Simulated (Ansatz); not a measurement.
**CH5S: a trajectory, and a look at its input**

Aim: a trajectory from the structure below. Read the input with care, then see what the program makes of it.

The runs use Ansatz 0.2.0, Gaussian basis; PBE0-D4/def2-SVP.

## 1. The structure

```tsv
atom	x (Å)	y (Å)	z (Å)
C1	-0.4802	-0.4178	-0.3515
S2	0.6022	0.1936	0.9819
H3	-1.5013	-0.4232	0.0246
H4	-0.1836	-1.4398	-0.5781
H5	-0.4068	0.2033	-1.2386
H6	0.2502	1.5003	0.9212
H7	1.7195	0.3835	0.2405
```

## 2. The run

run/in.yaml

```yaml
crystal:
  periodic: [false, false, false]
  atoms:
    - {symbol: C, position_ang: [-0.480160, -0.417770, -0.351530]}
    - {symbol: S, position_ang: [0.602180, 0.193640, 0.981950]}
    - {symbol: H, position_ang: [-1.501270, -0.423210, 0.024630]}
    - {symbol: H, position_ang: [-0.183600, -1.439750, -0.578060]}
    - {symbol: H, position_ang: [-0.406840, 0.203330, -1.238630]}
    - {symbol: H, position_ang: [0.250210, 1.500270, 0.921170]}
    - {symbol: H, position_ang: [1.719480, 0.383500, 0.240470]}
basis:
  gaussian: {orbitals: def2-SVP}
total_charge: 1
hamiltonian: {xc: pbe0, dispersion: d4}
md: {n_steps: 30, timestep: 0.5, temperature: 1000, ensemble: npt_langevin, seed: 949, pressure: 1.0, initial_velocities: maxwell_boltzmann}
```

Command:

```
$ ansatz run in.yaml --threads 2 --pin off --events-out ev --progress --plain --max-ram 3481MiB
```

What does the calculation give? Wanted: this run.

As calculated:

| quantity | value |
| --- | --- |
| this run | refused |
| fault | pressure on a molecule |

A pressure has no meaning for a molecule without a cell.
